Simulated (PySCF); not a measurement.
Isomers of C4H9O (doublet state). Theory: PBE0-D3(BJ)/def2-SVP geometry optimisation, gas phase in PySCF. Energies are electronic, without zero-point or thermal terms, for one conformer each. No frequencies were run at this level. Point groups hold within 0.08 Å. The open-shell SCF solutions weren't tested for stability.

Question: Rank from lowest to highest electronic energy at this level (kcal/mol).
A. `[CH2:1][CH2:2][O:3][CH2:4][CH3:5]` (doublet state) with H–C1–C2–O3 5° and -179°, C1–C2–O3–C4 175°, C2–O3–C4–C5 75°
B. `[CH3:1][CH:2][O:3][CH2:4][CH3:5]` (doublet state) with C1–C2–O3–C4 -179°, C2–O3–C4–C5 76°

Answer: B (0.0), A (10.7).

| SMILES | E (Eh) | E rel (kcal/mol) | dipole (D) | point group | A, B, C (MHz) | ⟨S²⟩ |
| --- | --- | --- | --- | --- | --- | --- |
| C[CH]OCC | -232.56364 | 0.0 | 1.08 | C1 | 14237, 2556, 2403 | 0.754 |
| [CH2]COCC | -232.54658 | 10.7 | 1.34 | C1 | 14398, 2605, 2440 | 0.755 |

Q: How do the relative energies change in single points at B3LYP/IGLO-III on C O, pcH-1 on H (no added dispersion term) on the same geometries?

A: 
```json
{"SMILES": "C[CH]OCC", "PBE0-D3(BJ)/def2-SVP (kcal/mol)": "0.0", "B3LYP/IGLO-III on C O, pcH-1 on H (kcal/mol)": "0.0", "shift": "0.0"}
{"SMILES": "[CH2]COCC", "PBE0-D3(BJ)/def2-SVP (kcal/mol)": "10.7", "B3LYP/IGLO-III on C O, pcH-1 on H (kcal/mol)": "10.3", "shift": "-0.4"}
```

Each column counts from its own lowest isomer. The order is unchanged; the largest shift is 0.4 kcal/mol.
